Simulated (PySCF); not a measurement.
## B₂H, quartet: the ladder up to full CI

Geometry: a point of a bend scan, not a stationary point.

```xyz
3

B    -0.5545    0.0000    0.4732
B     0.5280    0.0000   -0.5944
H     0.2844    0.0000    1.3005
```

Basis 6-31G; PySCF 2.14.0. Only valence electrons are correlated (noble-gas cores frozen), which leaves 7 electrons in 18 orbitals. Prefix R: restricted or restricted open-shell reference; prefix U: unrestricted.

Full CI is exact within this basis and frozen core; it isn't the basis-set limit. The frozen core follows each run's orbitals, which can shift R against U totals by a few meV.

The UHF ⟨S²⟩ is 3.766 and the T1 diagnostic (ROHF- or RHF-based CCSD) is 0.0443. The largest doubles amplitude (ROHF- or RHF-based CCSD) is 0.058. The T1 diagnostic (UCCSD) is 0.0339.

| level | E − E(RHF) (eV) |
| --- | --- |
| UHF | -0.0905 |
| RMP2 | -1.7467 |
| UMP2 | -1.7882 |
| RCCSD | -2.4074 |
| UCCSD | -2.4102 |
| RCCSD(T) | -2.4773 |
| UCCSD(T) | -2.4776 |

Estimate how far full CI in 6-31G lies from RCCSD(T). The table doesn't fix it; the size of (T) and the diagnostics are the guide.

Full CI in 6-31G lies 2.7 kJ/mol below RCCSD(T), which is 40 % of the (T) step (-6.7 kJ/mol). T1 is raised, and the rest is a large part of (T).

The other levels:

```csv
level,E − E(full CI) (kJ/mol),share of correlation (%),wall time
RCCSDT,0.4,99.83,4.2 s
UCCSDT,0.4,99.85,4.2 s
```

The correlation energy at full CI, counted from RHF, is -2.505 eV. The search over symmetries took 21 s on 1 thread of Intel Xeon, shared host; the state has 658,896 determinants.

Times are those of the correlated step on a shared host, with one SCF added for the restricted CCSD run; they ran on 1 thread of Intel Xeon.

The full-CI state has the irrep A'' of Cs, in the program's axes.

Natural occupations of full CI about the gap: 1.963 1.934 0.997 0.987 0.980 0.044 0.033 0.024 0.014 0.006; effectively unpaired electrons, Σ n²(2−n)², 3.04.
